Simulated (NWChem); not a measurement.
# ULC-BLYP/pcseg-2 (density fitting, SMD heptane) run of [OF2]+ (SMILES F[O+]F)

What is the vertical electron affinity of [OF2]+ at ULC-BLYP/pcseg-2 (density fitting, SMD heptane)? 

Program for the calculation: NWChem 7.3.0.

1 further run of the same task is left out (set aside as unsound or not needed).

## Step 1: Starting point

The species is [OF2]+ (3 atoms), meant as a doublet with charge +1. SMILES: `F[O+]F`. The shape is that of a GFN2-xTB optimisation.

Bond lengths: F1–O2 1.287 Å, O2–F3 1.287 Å. Angles: F1–O2–F3 110.7°.

## Step 2: The energy at ULC-BLYP/pcseg-2 (density fitting, SMD heptane)

calc.nw reads:

```
start calc
title "F2O"
memory 2200 mb
charge 1

geometry units atomic noautosym nocenter noautoz
   F   1.75427056 -0.56572731  0.90506543
   O   0.00113384  0.91636599  0.10096807
   F  -1.75540439 -0.35061979 -1.00605239
end

basis spherical
   * library pcseg-2
end

basis "cd basis" spherical
   * library "dgauss a2 dft coulomb fitting"
end

cosmo
   do_cosmo_smd true
   solvent heptane
end

dft
   xc xcamb88 1.00 lyp 1.0 hfexch 1.00
   cam 0.33 cam_alpha 0.0 cam_beta 1.0
   mult 2
   grid medium
   direct
   iterations 150
   mulliken
   noprint "final vectors analysis"
end

task dft
```

Command:

```bash
$ nwchem calc.nw > calc.out
```

The program printed, cut to the lines that bear on the results:

```text
[...]
          Wavefunction type:  spin polarized.
          No. of atoms     :     3
          No. of electrons :    25
[...]
          Charge           :     1
          Spin multiplicity:     2
[...]
          AO basis - number of functions:    90
[...]
              XC Information
              --------------
                     Hartree-Fock (Exact) Exchange  1.000
                   CAM-Becke88 Exchange Functional  1.000
              Lee-Yang-Parr Correlation Functional  1.000
[...]
 d= 0,ls=0.0,diis     1   -273.6978914767 -3.53D+02  6.01D-03  7.36D-01     2.0
[...]
 d= 0,ls=0.0,diis     5   -273.9595984331 -7.30D-08  6.26D-07  5.33D-09    21.5
[...]
         Total DFT energy =     -273.959598433120
      One electron energy =     -525.690868838046
           Coulomb energy =      203.444686262043
    Exchange-Corr. energy =      -28.477244548484
 Nuclear repulsion energy =       79.441141833396
             COSMO energy =       -2.677313142030
[...]
      Total Density - Mulliken Population Analysis
     ---------------------------------------------
    Atom       Charge   Shell Charges
 -----------   ------   -------------------------------------------------------
    1 F    9     8.77   2.00  0.68  0.96  0.32  2.31  1.99  0.48  0.00  0.03  0.00
    2 O    8     7.47   2.00  0.70  0.93  0.26  1.81  1.50  0.15  0.01  0.09  0.01
    3 F    9     8.77   2.00  0.68  0.96  0.32  2.31  1.99  0.48  0.00  0.03  0.00
[...]
      <S2> =      0.7520 (Exact =     0.7500)
[...]
```

It took 22 s on 1 thread of INTEL XEON PLATINUM 8581C at 2.30GHz (Emerald Rapids), shared host; peak memory 0.11 GiB.

## Step 3: Singlet neutral OF2, same level

m1.nw reads:

```
echo
start m1
memory stack 880 mb heap 220 mb global 1100 mb

geometry noautosym nocenter noautoz
   F      0.928320    -0.299370     0.478940
   O      0.000600     0.484920     0.053430
   F     -0.928920    -0.185540    -0.532380
end

basis "ao basis" spherical
   * library pcseg-2
end

basis "cd basis" spherical
   * library "dgauss a2 dft coulomb fitting"
end

cosmo
   do_cosmo_smd true
   solvent heptane
end

dft
   xc xcamb88 1.00 lyp 1.0 hfexch 1.00
   cam 0.33 cam_alpha 0.0 cam_beta 1.0
   grid medium
   direct
   maxiter 150
   mulliken
   noprint "final vectors analysis"
end

task dft energy
```

Command:

```bash
$ nwchem m1.nw > m1.out
```

The program printed, cut to the lines that bear on the results:

```text
[...]
          Wavefunction type:  closed shell.
          No. of atoms     :     3
          No. of electrons :    26
[...]
          Charge           :     0
          Spin multiplicity:     1
[...]
          AO basis - number of functions:    90
[...]
              XC Information
              --------------
                     Hartree-Fock (Exact) Exchange  1.000
                   CAM-Becke88 Exchange Functional  1.000
              Lee-Yang-Parr Correlation Functional  1.000
[...]
 d= 0,ls=0.0,diis     1   -274.2538437724 -3.54D+02  7.96D-03  1.70D+00     1.9
[...]
 d= 0,ls=0.0,diis     2   -274.3656413605 -9.99D-08  2.24D-06  9.63D-08    14.8
         Total DFT energy =     -274.365641360467
      One electron energy =     -538.762779543893
           Coulomb energy =      213.945987315804
    Exchange-Corr. energy =      -28.987540569877
 Nuclear repulsion energy =       79.441147550828
             COSMO energy =       -0.002456113328
[...]
      Total Density - Mulliken Population Analysis
     ---------------------------------------------
    Atom       Charge   Shell Charges
 -----------   ------   -------------------------------------------------------
    1 F    9     9.06   2.00  0.66  0.92  0.36  2.37  2.06  0.66  0.00  0.03  0.00
    2 O    8     7.88   2.00  0.66  0.88  0.37  1.92  1.64  0.31  0.01  0.08  0.01
    3 F    9     9.06   2.00  0.66  0.92  0.36  2.37  2.06  0.66  0.00  0.03  0.00
[...]
```

Wall time 15 s (1 thread of INTEL XEON PLATINUM 8581C at 2.30GHz (Emerald Rapids), shared host); peak memory 0.11 GiB.

## Step 4: Summary of results

Level: ULC-BLYP/pcseg-2 (density fitting, SMD heptane).

| quantity | value |
| --- | --- |
| doublet [OF2]+: total energy | -273.95960 Eh |
| doublet [OF2]+: HOMO energy (highest over α and β) | -20.72 eV |
| doublet [OF2]+: LUMO energy (lowest over α and β) | -10.95 eV |
| doublet [OF2]+: solvent term in the energy | -136.5 kJ/mol |
| doublet [OF2]+: ⟨S²⟩ | 0.752 |
| singlet neutral OF2: total energy | -274.36564 Eh |
| singlet neutral OF2: dipole moment | 0.00 D |
| singlet neutral OF2: HOMO energy | -11.37 eV |
| singlet neutral OF2: LUMO energy | 1.76 eV |
| singlet neutral OF2: HOMO–LUMO gap | 13.14 eV |
| singlet neutral OF2: solvent term in the energy | 1.0 kJ/mol |
| vertical electron affinity (to the singlet neutral) | 11.049 eV |

In words: At fixed nuclei the extra electron is bound by 11.05 eV (1066 kJ/mol). Mulliken charges (singlet neutral OF2) run from -0.06 on F1 to +0.12 on O2.
